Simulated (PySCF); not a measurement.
Series SiH3-X, H atom removed: substituent effects on one reactive site. Isolated molecules, 0 K electronic values unless said otherwise. One relaxed conformer stands for each flexible species; it need not be the lowest. Strings in code marks are SMILES.

The four lowest singlet excitations (Tamm–Dancoff). Calculation: r2SCAN-D4/def2-TZVP (PySCF). Excitations are Tamm–Dancoff values on a coarser integration grid. The basis has no diffuse functions, so Rydberg states are missing or too high.

| state | energy (eV) | wavelength (nm) | oscillator strength |
|---|---|---|---|
| S1 | 8.48 | 146 | 0.097 |
| S2 | 8.87 | 140 | 0.004 |
| S3 | 8.87 | 140 | 0.004 |
| S4 | 9.27 | 134 | 0.011 |

Problem. Which member gives these states?
A. `FC(F)(F)[SiH3]`
B. `CC[SiH3]`
C. `F[SiH3]`
D. `C[SiH3]`

Solution. A, `FC(F)(F)[SiH3]`
